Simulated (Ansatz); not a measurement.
Process, species as SMILES: ClB(Cl)Cl [trichloroborane] → ClB(Cl)Cl as doublet, charge -1 (an electron is taken up)
Geometries: B3LYP-D3(BJ)/def2-TZVP minima from Ansatz (a program for electronic structure). A spin state is the lowest found, not a proven ground state.

Property: adiabatic electron affinity (electronic energy difference), positive where the reaction releases energy, in eV. Valence correlation only, unless marked. UHF or UKS for open shells. No spin-orbit coupling. Non-relativistic. Anions need diffuse functions: aug- sets have them; def2-D sets add few; the other sets have none. CBS marks a two-point X^-3 extrapolation of the correlation energy; Hartree-Fock from the larger set. The bracket is a focal-point correction in the basis named.

| level | program | adiabatic electron affinity (eV) |
|---|---|---|
| r2SCAN/def2-TZVPD | Ansatz | 0.61 |
| PBE0/STO-3G | Ansatz | -1.77 |
| PBE0-D3(BJ)/def2-TZVP | Ansatz + dftd3 | 0.40 |
| r2SCANh-D4/def2-TZVPD | Ansatz + dftd4 | 0.63 |

**Question.** What does RI-MP2/CBS(aug-cc-pV(T+d)Z,aug-cc-pV(Q+d)Z)+[CCSD(T)-MP2]/aug-cc-pV(D+d)Z (Ansatz) give?

**Answer.** 0.48 eV
